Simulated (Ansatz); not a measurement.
**Si, diamond: geometry optimisation**

Computed with Ansatz, DFT, RPBE, plane waves (420 eV) with PAW, scalar-relativistic. (PAW data from PBE, frozen cores regenerated.)

k-point mesh 6×6×6, Fermi-Dirac smearing 0.05 eV, no spin polarisation. Cell and atoms relax.

Starting structure:

```xyz
2
Lattice="0.0000 2.7153 2.7153 2.7153 0.0000 2.7153 2.7153 2.7153 0.0000" Properties=species:S:1:pos:R:3 pbc="T T T"
Si    2.7153    2.7153    2.7153
Si    4.0730    4.0730    4.0730
```

Problem. What cell does the relaxation end in?

Solution. Fd-3m with a = 5.503 Å; 20.83 Å³ per atom against 20.02 at the start (4.1 %).

Problem. How much energy does the relaxation gain?

Solution. 9.1 meV per atom.
